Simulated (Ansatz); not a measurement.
Saddle point of CH₇OSi, doublet (SiH₄O ([OH][SiH3]) + CH₃ → SiH₃O ([OH][SiH2]) + CH₄; bonds formed: H1–C4; bonds broken: H1–Si2), PBE0-D4/def2-TZVP structure:

```csv
atom,x (Å),y (Å),z (Å)
H1,-0.1377,-0.4196,0.2360
Si2,0.9245,0.1396,-0.8321
O3,0.5551,1.7447,-0.9540
C4,-1.2703,-0.7517,1.3017
H5,0.7850,-0.5501,-2.1492
H6,2.3265,-0.0606,-0.3586
H7,1.0653,2.2813,-1.5617
H8,-0.7063,-1.3285,2.0256
H9,-1.9759,-1.3015,0.6898
H10,-1.5663,0.2463,1.6024
```

Energies are electronic, without zero-point energy. Barriers and step energies count from the start structure reached by relaxing down the imaginary mode; all methods use the PBE0-D4 structures, on which another method's saddle can fall below an end. Program: Ansatz 0.2.0. Basis: def2-TZVPP, with def2-QZVPP for the basis limit. Cores are frozen in the correlated methods; orbitals are unrestricted. B3LYP uses VWN-RPA correlation. Extrapolation: Hartree–Fock as exp(−7.88 √X), correlation as X^−2.97.

```
      method  barrier (eV)  step energy (eV)
       SPW92        -0.140            -1.058
      PBE-D4         0.129            -0.870
     BLYP-D4         0.219            -0.763
   r2SCAN-D4         0.309            -0.696
      B97M-V         0.299            -0.717
     PBE0-D4             ?            -0.764
    B3LYP-D4         0.329            -0.697
  r2SCAN0-D4         0.394            -0.645
    BHLYP-D4         0.501            -0.566
CAM-B3LYP-D4         0.401            -0.671
     wB97X-V         0.404            -0.669
     wB97M-V         0.443            -0.655
      B2PLYP         0.439            -0.660
    PBE-QIDH         0.441            -0.687
  RPA on PBE             ?            -0.646
          HF             ?            -0.294
         MP2         0.541            -0.710
        CCSD         0.560            -0.590
     CCSD(T)         0.501            -0.639
```

Fill in the withheld barriers. (To be estimated.)

Computed: HF 0.933; RPA on PBE 0.535; PBE0-D4 0.284 eV. Each is the energy of the saddle less that of the start structure, by the same method.

For comparison, the barrier by CCSD(T) at an estimated basis limit (MP2 extrapolated from triple and quadruple zeta, plus CCSD(T) − MP2 in triple zeta) is 0.474 eV.

T1 diagnostic: at most 0.014. ⟨S²⟩ of the unrestricted Hartree–Fock references: 0.75 to 0.78 (a pure state has 0.75).

Radical steps of this kind take place in plasma deposition and etching.

Labels in which every atom is bracketed show which atoms are joined, not bond orders.

For scale, one of the runs: CCSD(T)/def2-TZVPP, 202 basis functions, launched by `ansatz run in.yaml --threads 4 --pin off --events-out ev --progress --plain --max-ram 9574MiB`. Time: 64 s of wall clock on 4 CPU threads of a Oxide Virtual Turin-like; the host was shared. Peak host memory: 6.5 GiB.
